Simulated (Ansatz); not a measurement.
# Cohesive energy of elemental solids other than molecular ones

Method: LDA (Ansatz, a program for electronic structure, plane waves, PAW). References are measured values corrected to a static lattice or taken at low temperature (these still hold zero-point motion). The table is a random draw of 6 from 32 solids with such references.

Values in eV/atom.

```json
[
 {"solid": "diamond-structure Ge", "reference": "3.92*", "LDA": "4.59", "error (eV/atom)": "+0.67"},
 {"solid": "bcc Mo", "reference": "6.84*", "LDA": "8.10", "error (eV/atom)": "+1.26"},
 {"solid": "hcp Be", "reference": "3.32", "LDA": "4.23", "error (eV/atom)": "+0.91"},
 {"solid": "bcc Cs", "reference": "0.81*", "LDA": "0.87", "error (eV/atom)": "+0.06"},
 {"solid": "bcc K", "reference": "0.94*", "LDA": "1.02", "error (eV/atom)": "+0.08"},
 {"solid": "hcp Mg", "reference": "1.51", "LDA": "1.77", "error (eV/atom)": "+0.26"}
]
```

Over these 6 solids the mean error is +0.54 eV/atom, the mean absolute error 0.54 eV/atom (median 0.46 eV/atom), and the worst case bcc Mo at +1.26 eV/atom; the value is above the reference in 6 of 6 cases. Over all 32, from unrounded values, the mean error is +0.86 eV/atom and the mean absolute error 0.86 eV/atom (median 0.67 eV/atom).

A star marks references brought to a static lattice; the others are low-temperature values that still hold zero-point motion, which matters most for light elements.

Spin–orbit coupling is left out, also for the solids with elements from indium on (bcc Cs); its size isn't shown.

Differences are worked out from the printed values.

Free atoms are spin-polarised, in the lowest state found; at levels without +SOC their spin–orbit coupling is left out. Each level is taken at its own relaxed cell. Ansatz's density-functional and Hartree–Fock values are scalar-relativistic unless marked +SOC, with PAW data made under PBE.

Ansatz's runs of these crystals have no spin polarisation.

Not in this set, of the elemental solids other than molecular ones with a reference value in our tables and a result at some level: 14 for the spin–orbit terms of free Br, In, Sn, Te, I and atoms past barium, a cut that leaves lighter open-shell atoms' terms in the errors; 1 for a run that ended without the magnetic order (LDA); 1 for a doubt noted on the run at LDA; 1 for sources at odds. These can be a level's best or worst cases. Solids without a released value at any level aren't counted. Layered and molecular crystals are counted apart. The metals Ce to Yb are counted apart.

References as tabulated in Kittel's textbook; Sun et al. (2011), doi:10.1103/physrevb.84.035117; Jana et al. (2018), arXiv:1807.00350; Mejia-Rodriguez and Trickey (2018), arXiv:1807.09216 and others.
